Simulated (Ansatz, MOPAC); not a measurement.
# Wurtzite AlN: properties by level of theory

Reference values: lattice constant a 3.111 Å (measured, low temperature, extrapolated to low temperature; as tabulated in arXiv:1206.3780); lattice parameter c 4.979 Å (measured, low temperature, extrapolated to low temperature; as tabulated in arXiv:1206.3780).

| level (code) | equilibrium lattice constant a (Å) | c axis length (Å) |
|---|---|---|
| AM1 semi-empirical Hartree-Fock (MOPAC) | 2.931 | 4.802 |
| PM6 semi-empirical Hartree-Fock (MOPAC) | 3.138 | 5.013 |
| B3LYP (VWN-RPA form) (Ansatz) | 3.116 | 5.002 |

Differences from the reference values (errors of the level alone only where the reference is corrected to a static lattice):

```csv
level,lattice constant a (%),lattice parameter c (%)
AM1 semi-empirical Hartree-Fock (MOPAC),-5.79,-3.55
PM6 semi-empirical Hartree-Fock (MOPAC),+0.87,+0.68
B3LYP (VWN-RPA form),+0.16,+0.46
```

Nearest: lattice constant a, not ranked (one source); lattice parameter c, not ranked (one source).

Caveats: the method was fitted mainly to molecules (AM1 semi-empirical Hartree-Fock (MOPAC), PM6 semi-empirical Hartree-Fock (MOPAC)); the run uses a supercell at the zone centre in place of a k mesh (AM1 semi-empirical Hartree-Fock (MOPAC), PM6 semi-empirical Hartree-Fock (MOPAC)). Ansatz's density-functional and Hartree–Fock values are scalar-relativistic unless marked +SOC, with PAW data made under PBE.

Differences are worked out from the printed values.

Ansatz is a quantum-chemistry and plane-wave program.
